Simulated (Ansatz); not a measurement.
# B88x+PBEc(a = 0.2)/6-311++G(3df,3pd) (exact exchange 0.2, exchange range long, omega 0.2 1/bohr) run of BH2Cl (SMILES BCl)

Aim: the energy change on altering one bond length of BH2Cl at B88x+PBEc(a = 0.2)/6-311++G(3df,3pd) (exact exchange 0.2, exchange range long, omega 0.2 1/bohr), from 2 runs. 

The results are computed with Ansatz 0.2.0.

10 further runs of the same task are left out: 3 that didn't finish, 7 set aside as unsound or not needed.

## 1. The system as given

BH2Cl: 4 atoms, total charge 0, spin state singlet. As SMILES, `BCl`. The coordinates come from a PBE0-D4/def2-TZVP relaxation.

Bond lengths: B1–Cl2 1.733 Å, B1–H3 1.190 Å, B1–H4 1.190 Å. Angles: Cl2–B1–H3 118.1°, Cl2–B1–H4 118.1°, H3–B1–H4 123.7°.

## 2. A single-point energy at B88x+PBEc(a = 0.2)/6-311++G(3df,3pd) (exact exchange 0.2, exchange range long, omega 0.2 1/bohr)

molecule.yaml reads:

```yaml
crystal:
  periodic: [false, false, false]
  atoms:
    - symbol: B
      position_ang: [-0.116700, 0.021700, -0.075300]
    - symbol: Cl
      position_ang: [1.365000, -0.395300, 0.721200]
    - symbol: H
      position_ang: [-1.106200, -0.559500, 0.240400]
    - symbol: H
      position_ang: [-0.086600, 0.872800, -0.906600]
basis:
  gaussian:
    orbitals: 6-311++G_3df_3pd_.json
hamiltonian:
  xc:
    text: |
      parameter a = 0.2
      parameter omega = 0.2/bohr
      exchange = (1 - a)*b88_x_sr(omega) + a*exact_x_sr(omega) + exact_x_lr(omega)
      correlation = pbe_c
  pseudopotentials: {relativity: none}
output:
  orbitals: {seedname: orbitals}
```

The basis set 6-311++G(3df,3pd) is read from a file made from the Basis Set Exchange's data (not shown).

Launch:

```
$ ansatz run molecule.yaml --threads 1 --pin off --max-ram 2610MiB --events-out events.jsonl --progress --plain --runs-dir runs
```

Standard output:

```text
Warning: RAYON_NUM_THREADS=1 ignored (pool sized by the plan → 1); use --threads N
Functional definition: unnamed
  parameter a = 0.2
  parameter omega = 0.2/bohr
  exchange = (1 - a)*b88_x_sr(omega) + a*exact_x_sr(omega) + exact_x_lr(omega)
  correlation = pbe_c
655 factors; their error is unknown
99 factors; integrals over basis functions are off by at most 1.1e-5 eV
mean field evaluation 1: about -13224.6591 eV, gradient 1.0e1 eV
mean field evaluation 2: about -13224.9201 eV, gradient 4.5e0 eV
mean field evaluation 4: about -13224.9689 eV, gradient 3.8e-1 eV
mean field evaluation 8: about -13224.9745 eV, gradient 5.1e-3 eV
mean field -13224.97448973 eV, -486.0088482879 hartree, gradient 2.2e-5 eV, S^2 0.000000; 0 other end points of the search recorded, 0 dependent functions left out
reference -13224.97448979 eV, -486.0088482902 hartree; 12, 12 occupied and 110, 110 virtual orbitals, 655 factors
Total energy: -13224.97448979 eV, -486.0088482902 hartree
```

Wall time 2.2 s (1 thread of AMD EPYC 7R43 (Zen 3), shared host).

## 3. The distorted shape

molecule.yaml: that of step 2 with these lines changed.

```diff
@@ -4,3 +4,3 @@
     - symbol: B
-      position_ang: [-0.116700, 0.021700, -0.075300]
+      position_ang: [-0.709397, 0.188505, -0.393909]
     - symbol: Cl
@@ -8,5 +8,5 @@
     - symbol: H
-      position_ang: [-1.106200, -0.559500, 0.240400]
+      position_ang: [-1.698897, -0.392695, -0.078209]
     - symbol: H
-      position_ang: [-0.086600, 0.872800, -0.906600]
+      position_ang: [-0.679297, 1.039605, -1.225209]
 basis:
```

The basis set 6-311++G(3df,3pd) is read from a file made from the Basis Set Exchange's data (not shown).

Launch:

```
$ ansatz run molecule.yaml --threads 1 --pin off --max-ram 2610MiB --events-out events.jsonl --progress --plain --runs-dir runs
```

Standard output, cut to the lines that bear on the results:

```text
Warning: RAYON_NUM_THREADS=1 ignored (pool sized by the plan → 1); use --threads N
[... 5 set-up lines as earlier in the session ...]
655 factors; their error is unknown
99 factors; integrals over basis functions are off by at most 2.3e-5 eV
mean field evaluation 1: about -13221.5742 eV, gradient 1.6e1 eV
mean field evaluation 2: about -13221.5750 eV, gradient 1.9e1 eV
mean field evaluation 4: about -13222.4952 eV, gradient 4.0e-1 eV
mean field evaluation 8: about -13222.5007 eV, gradient 1.4e-1 eV
mean field -13222.50078529 eV, -485.9179413265 hartree, gradient 3.5e-5 eV, S^2 0.000000; 0 other end points of the search recorded, 0 dependent functions left out
reference -13222.50078532 eV, -485.9179413275 hartree; 12, 12 occupied and 110, 110 virtual orbitals, 655 factors
Total energy: -13222.50078532 eV, -485.9179413275 hartree
```

It took 2.3 s on 1 thread of AMD EPYC 7R43 (Zen 3), shared host.

## 4. Outcome

At B88x+PBEc(a = 0.2)/6-311++G(3df,3pd) (exact exchange 0.2, exchange range long, omega 0.2 1/bohr):

| quantity | value |
| --- | --- |
| first shape: total energy | -486.00885 Eh |
| first shape: HOMO energy | -10.55 eV |
| first shape: LUMO energy | -0.29 eV |
| first shape: HOMO–LUMO gap | 10.26 eV |
| distorted shape: total energy | -485.91794 Eh |
| distorted shape: HOMO energy | -10.25 eV |
| distorted shape: LUMO energy | -1.62 eV |
| distorted shape: HOMO–LUMO gap | 8.64 eV |
| energy change with the B1–Cl2 bond stretched from 1.733 to 2.426 Å | 2.474 eV |

**Reading.** With the B1–Cl2 bond stretched from 1.733 to 2.426 Å the energy rises by 2.47 eV (57 kcal/mol). The first shape isn't relaxed at this level, so the change isn't measured from a minimum.
